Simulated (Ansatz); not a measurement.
Scan of [CH$_{3}$···H···Si], triplet

Starting geometry:

```xyz
6

C    -2.0742    0.0000    0.0000
H    -2.4374    1.0273    0.0000
H    -2.4374   -0.5137    0.8897
H    -2.4374   -0.5137   -0.8897
H    -0.9846    0.0000    0.0000
Si    1.1848    0.0000    0.0000
```

From there H5 is moved from one fragment to the other while all else, the fragments' distance too, stays fixed; atoms are numbered as listed. Energies are in eV, counted from the starting geometry at the same level.

Basis cc-pVDZ; Ansatz 0.2.0. Correlated methods freeze the noble-gas cores. Prefix R: restricted or restricted open-shell reference; prefix U: unrestricted.

Unrestricted rows (U) aren't spin-pure: their determinants' ⟨S²⟩ exceeds S(S+1) by up to 0.42, so they mix in states of higher spin. Coupled cluster chose its determinant by trial CCSD, here up to 0.08 eV above the lowest Hartree–Fock solution of its kind.

Full CI isn't at hand for all of this; UCCSDT(Q) serves as the reference, and is uncertain by about the last step of the cluster series.

```json
{"distance C1-H5 (Å)": "1.013", "UHF": "0.107"}
{"distance C1-H5 (Å)": "1.090", "UHF": "0.000"}
{"distance C1-H5 (Å)": "1.194", "UHF": "0.190"}
{"distance C1-H5 (Å)": "1.298", "UHF": "0.602"}
{"distance C1-H5 (Å)": "1.402", "UHF": "1.127"}
{"distance C1-H5 (Å)": "1.506", "UHF": "1.693"}
{"distance C1-H5 (Å)": "1.611", "UHF": "2.072"}
{"distance C1-H5 (Å)": "1.715", "UHF": "2.113"}
{"distance C1-H5 (Å)": "1.819", "UHF": "2.189"}
```

Estimate the UCCSDT(Q) curve in cc-pVDZ from this one, knowing how UHF errs.

The computed UCCSDT(Q) values, in eV from the starting point, and the error of UHF against them:
```csv
distance C1-H5 (Å),UCCSDT(Q),UHF less UCCSDT(Q)
1.013,0.158,-0.051
1.090,0.000,0.000
1.194,0.117,0.073
1.298,0.449,0.153
1.402,0.882,0.245
1.506,1.353,0.340
1.611,1.835,0.237
1.715,2.105,0.007
1.819,2.298,-0.109
```

The error spans 0.449 eV and is largest, 0.340 eV, at 1.506 Å.
